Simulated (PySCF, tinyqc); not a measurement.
Ways to converge the cycle: SCF convergence aids in the sto-3g basis, for LiH, spin multiplicity 1. Computed by the program tinyqc with PySCF. 

Geometry (angstrom):
```
atom       x       y       z
Li    0.0000  0.0000  0.0000
H     0.0000  0.0000  2.0610
```

lowest restricted solution found by these runs and by PySCF = -7.824204 hartree

RHF with one setting changed at a time; a run stops when the energy changes by less than 1e-09 hartree and the error matrix is below 1e-5. The start is the Wolfsberg-Helmholz matrix. Damping d keeps d of the old density; a shift (hartree) raises the virtual levels; DIIS n extrapolates F over n matrices.

Largest element of the error matrix X^T (FDS - SDF) X:
```
iteration    plain  damping 0.3  damping 0.6  shift 0.4   DIIS 3   DIIS 8
1          4.6e-02      4.6e-02      4.6e-02    4.6e-02  4.6e-02  4.6e-02
2          2.5e-02      3.0e-02      3.6e-02    3.6e-02  2.5e-02  2.5e-02
3          1.5e-02      2.2e-02      3.0e-02    2.9e-02  1.1e-02  1.1e-02
4          8.7e-03      1.6e-02      2.5e-02    2.4e-02  9.7e-04  9.7e-04
5          4.8e-03      1.1e-02      2.1e-02    2.0e-02  2.4e-04  4.0e-04
6          2.7e-03      7.6e-03      1.7e-02    1.6e-02  1.7e-05  7.7e-05
8          7.9e-04      3.6e-03      1.2e-02    1.1e-02        -  4.4e-08
10         2.3e-04      1.7e-03      8.3e-03    7.1e-03        -        -
14         1.9e-05      3.6e-04      3.8e-03    2.9e-03        -        -
20               -      3.5e-05      1.1e-03    7.3e-04        -        -
30               -            -      1.5e-04    7.1e-05        -        -
```

How each run ends:
```
run          iterations  E (hartree)         state
plain                16    -7.824204  lowest found
damping 0.3          24    -7.824204  lowest found
damping 0.6          44    -7.824204  lowest found
shift 0.4            39    -7.824204  lowest found
DIIS 3                7    -7.824204  lowest found
DIIS 8                8    -7.824204  lowest found
```

6 of 6 runs reach the lowest restricted solution found, in 7 to 44 iterations (fastest: DIIS 3). Plain steps already contract here, so damping only slows them. DIIS 3 and DIIS 8 gain by cancelling the error over several earlier matrices, much as a quasi-Newton step does. The restricted reference is unstable here: a spin-polarised solution lies 0.0002 hartree lower (PySCF), so results built on it describe a poor reference.
